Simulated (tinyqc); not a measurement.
Inside a calculation. Method: Pariser-Parr-Pople SCF with singles CI, for the molecule C=CC=CC=C (SMILES; centres numbered as the heavy atoms are written). One step of it, computed by the program tinyqc.

Task: Singles CI, triplets. Over the 4 single excitations with the smallest orbital gaps: A = (e_a - e_i) delta - (ij|ab), with (pq|rs) = sum c_mp c_mq gamma_mn c_nr c_ns.

orbital energies (eV): [-13.656213, -11.742305, -8.886147, -0.353853, 2.502305, 4.416213]

coefficients, order 1C, 2C, 3C, 4C, 5C, 6C:
```
[[0.256541, 0.453773, 0.477783, 0.477783, -0.453773, 0.256541],
 [0.410025, 0.511294, 0.265440, -0.265440, 0.511294, -0.410025],
 [0.515816, 0.180746, -0.448626, -0.448626, -0.180746, 0.515816],
 [0.515816, -0.180746, -0.448626, 0.448626, -0.180746, -0.515816],
 [0.410025, -0.511294, 0.265440, 0.265440, 0.511294, 0.410025],
 [0.256541, -0.453773, 0.477783, -0.477783, -0.453773, -0.256541]]
```

repulsion gamma_rs (eV), order 1C, 2C, 3C, 4C, 5C, 6C:
```
[[11.800000, 7.753954, 5.304045, 3.692386, 2.879123, 2.313784],
 [7.753954, 11.800000, 7.751103, 5.304045, 3.691463, 2.879123],
 [5.304045, 7.751103, 11.800000, 7.753954, 5.304045, 3.692386],
 [3.692386, 5.304045, 7.753954, 11.800000, 7.751103, 5.304045],
 [2.879123, 3.691463, 5.304045, 7.751103, 11.800000, 7.753954],
 [2.313784, 2.879123, 3.692386, 5.304045, 7.753954, 11.800000]]
```

Give: triplet CI matrix; triplet excitation energies.

Result:

triplet CI matrix (eV), order 3>4, 3>5, 2>4, 1>4:
```
[[2.245, 0.000, 0.000, 0.442],
 [0.000, 5.342, 1.596, 0.000],
 [0.000, 1.596, 5.342, 0.000],
 [0.442, 0.000, 0.000, 6.798]]
```

triplet excitation energies (eV): [2.203, 3.746, 6.841, 6.939]
